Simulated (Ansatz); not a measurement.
Fluorite CdF2 was calculated with LDA (PAW; Ansatz, a quantum-chemistry and plane-wave program).

Settings: plane-wave cutoff 520 eV, 8×8×8 k mesh, perturbation theory, scalar-relativistic PAW data made under PBE.

The cell has the measured lattice parameters. Conventional cell: a = 5.3880 Å, b = 5.3880 Å, c = 5.3880 Å, α = 90.00°, β = 90.00°, γ = 90.00°.

```xyz
3
Lattice="0.0000 2.6940 2.6940 2.6940 0.0000 2.6940 2.6940 2.6940 0.0000" Properties=species:S:1:pos:R:3 pbc="T T T"
Cd     0.0000     0.0000     0.0000
F      4.0410     4.0410     4.0410
F      1.3470     1.3470     1.3470
```

Harmonic phonon frequencies (cm⁻¹; i marks an imaginary mode; at Γ without the LO shift):

```csv
q point,frequencies
Γ,0 0 0 203 203 203 290 290 290
X,72 103 103 120 120 186 334 334 384
U,88 99 131 159 164 187 318 326 376
L,84 84 167 238 238 265 265 285 334
W,98 101 106 147 147 262 262 345 375
```

No imaginary mode appears at these points.

Note: the cell isn't this level's own, so it is under some stress, which shifts stiffness and frequencies.
